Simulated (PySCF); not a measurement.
**How the functional moves excitation energies**

Compound: C5H8O.
Numbering: `[CH3:1][O:2][C@@H:3]1[C@@H:4]2[CH2:5][C@H:6]12` (hydrogens: H7, H8, H9 on C1; H10 on C3; H11 on C4; H12, H13 on C5; H14 on C6)

Structure used (PBE0-D3(BJ)/def2-SVP), in Å, numbered top down from 1:
```xyz
14
C5H8O angstrom
C     -1.939    0.807   -0.687
O     -0.820    0.021   -0.971
C     -0.427   -0.760    0.104
C      0.313   -0.179    1.261
C      1.515    0.304    0.515
C      1.000   -1.079    0.289
H     -1.751    1.496    0.158
H     -2.826    0.192   -0.435
H     -2.171    1.398   -1.584
H     -1.147   -1.559    0.350
H      0.156   -0.292    2.333
H      2.445    0.393    1.088
H      1.388    1.051   -0.277
H      1.492   -2.039    0.438
```

Linear-response calculations in the def2-SVPD basis (PySCF; singlets by full response, triplets Tamm–Dancoff, core orbitals frozen in the response; HF means time-dependent Hartree–Fock). 'Strongest' is the level of largest summed f among the singlets computed (10 roots, of which the last may lack a degenerate partner); it can jump between rows when another state enters that window. S1 is the lowest singlet of each run and needn't be the same state throughout; f(S1) is that of one state. Geometry: PBE0-D3(BJ)/def2-SVP, one conformer, isolated molecule.

```csv
functional,kind,S1 (eV),f(S1),strongest (eV),T1 (eV),HOMO (eV),gap (eV),"ionisation energy, ΔSCF (eV)"
LDA,LDA,6.21,0.018,7.53,6.13,-6.04,6.18,9.62
PBE,GGA,6.13,0.015,7.43,6.03,-5.90,6.10,9.45
B3LYP,"global hybrid, 20% exact exchange",6.76,0.011,7.99,6.66,-7.10,7.69,9.33
PBE0,"global hybrid, 25% exact exchange",7.04,0.012,8.26,6.81,-7.33,8.21,9.33
BHandHLYP,"global hybrid, 50% exact exchange",7.44,0.008,8.76,6.98,-8.52,9.84,9.46
CAM-B3LYP,range-separated hybrid,7.24,0.013,7.87,6.88,-8.72,10.20,9.52
wB97X-D,range-separated hybrid,7.51,0.016,8.12,6.99,-9.20,11.69,9.45
LC-wPBE,range-separated hybrid,7.93,0.018,8.51,6.95,-10.04,12.57,9.68
HF,Hartree–Fock,8.13,0.008,8.64,7.02,-10.20,12.95,not settled
```

S1 runs from 6.13 eV (PBE) to 8.13 eV (HF), a spread of 2.00 eV, while the orbital gap spreads over 6.8 eV. Along PBE (0%), B3LYP (20%), PBE0 (25%), BHandHLYP (50%), HF (100%) S1 rises with the share of exact exchange. −ε(HOMO) comes closest to its own ΔSCF ionisation energy with wB97X-D (-0.24 eV) and misses most with LDA (-3.59 eV). 'Not settled' means that the ion's SCF failed to converge or may have ended in another state than the lowest.
